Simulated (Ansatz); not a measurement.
# C5H12S: one species, many methods

Aim: compute C5H12S with functionals from several rungs and with coupled cluster. The yardstick is the atomisation energy at the CCSD(T) limit.

Computed with Ansatz 0.2.0, Gaussian basis. Level: functionals in def2-TZVPP, the program's frozen cores in correlated methods.

Plan: LDA (SPW92), PBE-D4, revPBE-D4, BLYP-D4, r2SCAN-D4, B97M-V, PBE0-D4, B3LYP-D4, r2SCANh-D4, r2SCAN0-D4, HSE06-D4, BHLYP-D4, CAM-B3LYP-D4, LC-ωPBE, ωB97X-V, ωB97M-V, B2PLYP, PBE-QIDH; CCSD(T)/def2-SVP; CCSD(T)/def2-TZVPP; MP2/def2-QZVPP; extrapolation to the limit; RPA on PBE.

**1. The geometry**

All runs share one geometry, relaxed beforehand with PBE0-D4 in a triple-zeta def2 set.

SMILES `CCC(C)CS`, 18 atoms, charge 0, spin multiplicity 1.

Atoms are counted from 1 here; the program's logs count them from 0.

Bond lengths: C1–C2 1.519 Å, C1–H7 1.092 Å, C1–H8 1.092 Å, C1–H9 1.094 Å, C2–C3 1.525 Å, C2–H10 1.094 Å, C2–H11 1.098 Å, C3–C4 1.523 Å, C3–C5 1.525 Å, C3–H12 1.099 Å, C4–H13 1.095 Å, C4–H14 1.093 Å, C4–H15 1.091 Å, C5–S6 1.812 Å, C5–H16 1.092 Å, C5–H17 1.095 Å, S6–H18 1.343 Å. Angles: C2–C1–H7 111.0°, C2–C1–H8 112.3°, C2–C1–H9 110.9°, H7–C1–H8 107.3°, H7–C1–H9 107.5°, H8–C1–H9 107.7°, C1–C2–C3 114.3°, C1–C2–H10 109.2°, C1–C2–H11 109.8°, C3–C2–H10 108.3°, C3–C2–H11 108.5°, H10–C2–H11 106.4°, C2–C3–C4 112.2°, C2–C3–C5 111.6°, C2–C3–H12 108.0°, C4–C3–C5 109.0°, C4–C3–H12 108.2°, C5–C3–H12 107.6° and more.

As a file:

```xyz
18
C5H12S
C    -1.8312   -1.1553   -0.3117
C    -0.3433   -1.0353   -0.0315
C     0.1864    0.3942   -0.0613
C    -0.3679    1.2372    1.0800
C     1.7105    0.4297   -0.0111
S     2.5638   -0.3160   -1.4250
H    -2.1424   -2.2021   -0.3291
H    -2.4369   -0.6488    0.4434
H    -2.0819   -0.7212   -1.2840
H     0.2111   -1.6229   -0.7691
H    -0.1132   -1.4719    0.9491
H    -0.1249    0.8525   -1.0102
H    -0.0760    0.8168    2.0478
H     0.0070    2.2629    1.0352
H    -1.4579    1.2833    1.0532
H     2.0684    1.4540    0.1102
H     2.0702   -0.1353    0.8550
H     2.1579    0.5783   -2.3408
```

**2. LDA**

This LDA is Slater exchange with PW92 correlation.

The input, in.yaml:

```yaml
crystal:
  periodic: [false, false, false]
  atoms:
    - {symbol: C, position_ang: [-1.831238, -1.155343, -0.311686]}
    - {symbol: C, position_ang: [-0.343270, -1.035312, -0.031511]}
    - {symbol: C, position_ang: [0.186435, 0.394196, -0.061349]}
    - {symbol: C, position_ang: [-0.367850, 1.237177, 1.079992]}
    - {symbol: C, position_ang: [1.710500, 0.429656, -0.011096]}
    - {symbol: S, position_ang: [2.563806, -0.315965, -1.424991]}
    - {symbol: H, position_ang: [-2.142387, -2.202140, -0.329076]}
    - {symbol: H, position_ang: [-2.436870, -0.648766, 0.443367]}
    - {symbol: H, position_ang: [-2.081916, -0.721243, -1.284007]}
    - {symbol: H, position_ang: [0.211097, -1.622941, -0.769107]}
    - {symbol: H, position_ang: [-0.113153, -1.471883, 0.949067]}
    - {symbol: H, position_ang: [-0.124850, 0.852467, -1.010155]}
    - {symbol: H, position_ang: [-0.075967, 0.816816, 2.047828]}
    - {symbol: H, position_ang: [0.006995, 2.262928, 1.035160]}
    - {symbol: H, position_ang: [-1.457902, 1.283313, 1.053196]}
    - {symbol: H, position_ang: [2.068445, 1.454044, 0.110175]}
    - {symbol: H, position_ang: [2.070183, -0.135323, 0.854952]}
    - {symbol: H, position_ang: [2.157939, 0.578317, -2.340780]}
basis:
  gaussian: {orbitals: def2-TZVPP}
hamiltonian: {xc: lda}
output: {orbitals: {seedname: orbitals}}
```

Run with:

```bash
> ansatz run in.yaml --threads 2 --pin off --events-out ev --progress --plain --max-ram 20480MiB --backend cuda --devices 0, --max-vram 18GiB
```

After this run come: PBE-D4 (GGA); revPBE-D4 (GGA); BLYP-D4 (GGA); r2SCAN-D4 (meta-GGA); B97M-V (meta-GGA); B3LYP-D4 (hybrid); r2SCANh-D4 (hybrid); r2SCAN0-D4 (hybrid); HSE06-D4 (hybrid); BHLYP-D4 (hybrid); CAM-B3LYP-D4 (range-separated); LC-ωPBE (range-separated); ωB97X-V (range-separated); ωB97M-V (range-separated); B2PLYP (double hybrid); PBE-QIDH (double hybrid); CCSD(T) in def2-SVP; CCSD(T) in def2-TZVPP; MP2 in def2-QZVPP; RPA on PBE orbitals.

Q: Predict the results of all the runs planned. Wanted: atomisation energy, CCSD(T)/CBS; farthest beyond LDA; mean size of error, GGA; mean size of error, meta-GGA; mean size of error, hybrid; mean size of error, range-separated; mean size of error, double hybrid; gap, smallest and largest; T1 diagnostic.

The runs gave:

```
                               quantity                                                                                                  value
        atomisation energy, CCSD(T)/CBS                                                                                          6922.2 kJ/mol
 functionals within 34.6 kJ/mol (0.5 %)  revPBE-D4, r2SCAN-D4, B97M-V, B3LYP-D4, r2SCANh-D4, CAM-B3LYP-D4, LC-ωPBE, ωB97X-V, ωB97M-V, PBE-QIDH
                    farthest beyond LDA                                                                               BHLYP-D4 (-146.9 kJ/mol)
                mean size of error, GGA                                                                                            61.8 kJ/mol
           mean size of error, meta-GGA                                                                                            15.3 kJ/mol
             mean size of error, hybrid                                                                                            49.2 kJ/mol
    mean size of error, range-separated                                                                                            20.3 kJ/mol
      mean size of error, double hybrid                                                                                            41.6 kJ/mol
              gap, smallest and largest                                                                  5.04 eV (BLYP-D4), 12.28 eV (LC-ωPBE)
                          T1 diagnostic                                                                                                 0.0092
triples share of the correlation energy                                                                                                  3.9 %
```

What this shows: The LDA atomisation energy is off by 926.8 kJ/mol (13 %): it overbinds. PBE-D4 misses by +116.1 kJ/mol. Double hybrids carry the basis error of their MP2 part in triple zeta, and no dispersion term here, so their miss is partly the set-up's. The rungs meta-GGA, range-separated miss on average by less than the doubt on the reference (34.6 kJ/mol), so they tie. The reference freezes the cores and leaves out relativity and excitations past (T), so misses under about 34.6 kJ/mol can't be ranked. Hartree-Fock recovers 75 % of the binding; the rest is correlation. CCSD(T) in def2-SVP is off by -275.6 kJ/mol, more than most functionals: a good method in a small basis is no reference. The gap grows from 5.0 to 12.3 eV across the functionals, mostly with the share of exact exchange.
